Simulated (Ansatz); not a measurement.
**The phosphorus atom (quartet): wave-function methods side by side, cc-pV(D+d)Z**

Aim: climb from Hartree-Fock through coupled cluster and multireference methods for the phosphorus atom (quartet) at one geometry and basis, and see what each rung misses.

The runs use Ansatz 0.2.0, Gaussian basis; cc-pV(D+d)Z, core rule «outside noble gas», up to 5 orbitals frozen.

To be run: CCSD(T) on UHF; BCCD(T) on ROHF; CISD; CCSDT(Q) on ROHF; CCSDT(Q) on UHF; CISDTQ; CCSDTQ on ROHF; CCSDTQ on UHF; CASSCF and MRCISD+Q, 5 electrons in 4 orbitals; CASSCF and MRCISD+Q(relaxed), 5 electrons in 4 orbitals; CASSCF and NEVPT4(SD), 5 electrons in 4 orbitals; CASSCF and NEVPT2, 5 electrons in 4 orbitals; Full CI.

12 further runs of the same task are left out: 12 set aside as unsound or not needed.

**1. The atom**

A free atom, in its lowest state of this spin that the program finds.

1 atom, charge 0, spin multiplicity 4.

**2. CCSD(T) on UHF**

in.yaml reads:

```yaml
crystal:
  periodic: [false, false, false]
  atoms:
    - {symbol: P, position_ang: [0.000000, 0.000000, 0.000000]}
basis:
  gaussian: {orbitals: "cc-pV(D+d)Z.json"}
magnetization: {spin_polarized: true, initial_magnetization: 3}
correlation: {method: ccsd_t, electrons: outside_noble_gas}
```

Run with:

```sh
> ansatz run in.yaml --threads 1 --pin off --events-out ev --progress --plain --max-ram 3916MiB
```

After this run come: BCCD(T) on ROHF; CISD; CCSDT(Q) on ROHF; CCSDT(Q) on UHF; CISDTQ; CCSDTQ on ROHF; CCSDTQ on UHF; CASSCF and MRCISD+Q, 5 electrons in 4 orbitals; CASSCF and MRCISD+Q(relaxed), 5 electrons in 4 orbitals; CASSCF and NEVPT4(SD), 5 electrons in 4 orbitals; CASSCF and NEVPT2, 5 electrons in 4 orbitals; Full CI.

**Question.** What will the summary of the whole plan be? Wanted: FCI below the UHF energy; UMP2 from FCI; UCCSD(T) from FCI; UCCSDT(Q) from FCI; NEVPT2 valence from FCI; NEVPT4(SD) valence from FCI; MRCISD+Q valence from FCI; effectively unpaired electrons.

**Answer**, as computed:

| quantity | value |
| --- | --- |
| FCI below the UHF energy | -2.3055 eV |
| UMP2 from FCI | +549.7 meV |
| UCCSD(T) from FCI | +11.2 meV |
| UCCSDT(Q) from FCI | +0.3 meV |
| NEVPT2 valence from FCI | +528.8 meV |
| NEVPT4(SD) valence from FCI | -15.0 meV |
| MRCISD+Q valence from FCI | -61.7 meV |
| levels within 1 kcal/mol (43 meV) | UCCSD, UCCSD(T), BCCD(T), UCCSDT, UCCSDT(Q), UCCSDTQ, NEVPT4(SD) valence |
| effectively unpaired electrons | 3.01 |

UCCSD(T) misses by +11.2 meV, 0.5 % of the correlation energy. NEVPT4(SD) valence, MRCISD+Q valence, MRCISD+Q(relaxed) valence fall below full CI, which methods that aren't variational can do. One determinant dominates. Of the multireference levels listed NEVPT4(SD) valence comes nearest in total energy (-15.0 meV), which doesn't show that its space is the better one. These misses are within one basis, not against nature; the frozen cores of restricted and unrestricted runs differ, which can shift their rows.
